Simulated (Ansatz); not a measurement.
# AlNH3 (quartet): the correlation ladder at distance Al1–H4 along a hydrogen transfer = 1.685 Å, cc-pVTZ

One table from this session's results is given with a row withheld; the runs are named, their logs left out.

Program: Ansatz 0.2.0, Gaussian basis. Level of theory: cc-pVTZ, core rule «outside noble gas», up to 6 orbitals frozen. These are calculated values, not measurements.

To be run: UHF; CCSD(T) on ROHF; CCSD(T) on UHF; BCCD(T) on ROHF; CCSDT(Q) on ROHF; CCSDT(Q) on UHF; CASSCF and NEVPT2, 5 electrons in 5 orbitals.

5 further runs of the same task are left out: 5 for a known fault of the program.

### The system

The geometry derives from fragments relaxed apart (PBE0/def2-TZVP) and kept rigid, so it is no stationary point. A hydrogen atom is moved between rigid fragments.

5 atoms, charge 0, spin multiplicity 4.

Atoms are counted from 1 here; the program's logs count them from 0.

Bond lengths: Al1–H2 1.586 Å, Al1–H3 1.586 Å, Al1–H4 1.685 Å. Angles: H2–Al1–H3 120.0°, H2–Al1–H4 120.0°, H3–Al1–H4 120.0°.

Set-up of the first run:

Input file in.yaml:

```yaml
crystal:
  periodic: [false, false, false]
  atoms:
    - {symbol: Al, position_ang: [-1.059169, 0.000000, 0.000000]}
    - {symbol: H, position_ang: [-1.852092, 1.373384, 0.000000]}
    - {symbol: H, position_ang: [-1.852092, -1.373384, 0.000000]}
    - {symbol: H, position_ang: [0.625831, 0.000000, 0.000000]}
    - {symbol: N, position_ang: [2.261831, 0.000000, 0.000000]}
basis:
  gaussian: {orbitals: cc-pVTZ}
magnetization: {spin_polarized: true, initial_magnetization: 3}
hamiltonian: {xc: hf}
output: {orbitals: {seedname: orbitals}}
```

Started as:

```console
ansatz run in.yaml --threads 1 --pin off --events-out ev --progress --plain --max-ram 4096MiB --backend cpu
```

Among the steps run: UHF; CCSD(T) on ROHF; CCSD(T) on UHF; BCCD(T) on ROHF; CCSDT(Q) on ROHF; CCSDT(Q) on UHF; CASSCF and NEVPT2, 5 electrons in 5 orbitals.

One of the session's tables, all rows but one given; the rest of the session is left out.

| method | from UCCSDT(Q) (kJ/mol) |
| --- | --- |
| ROHF | +663.6 |
| UHF | +648.7 |
| RMP2 | +125.4 |
| UMP2 | +123.0 |
| RCCSD | +17.5 |
| UCCSD | +17.1 |
| RCCSD(T) | +3.4 |
| UCCSD(T) | +3.1 |
| BCCD(T) | +3.3 |
| RCCSDT | ? |
| UCCSDT | +0.4 |
| RCCSDT(Q) | +0.3 |
| UCCSDT(Q) | 0 |
| CASSCF pair | +620.2 |
| NEVPT2 pair | +125.3 |

Estimate the missing values for RCCSDT.

As computed: from UCCSDT(Q) (kJ/mol): +0.7. In the column «from UCCSDT(Q) (kJ/mol)» it lies between UCCSDT (+0.4) and UCCSD(T) (+3.1).

Caveats from the session: Restricted and unrestricted rows rest on different reference determinants; where their highest levels disagree by more than a few hundredths of an eV, they describe different states and don't form one ladder.
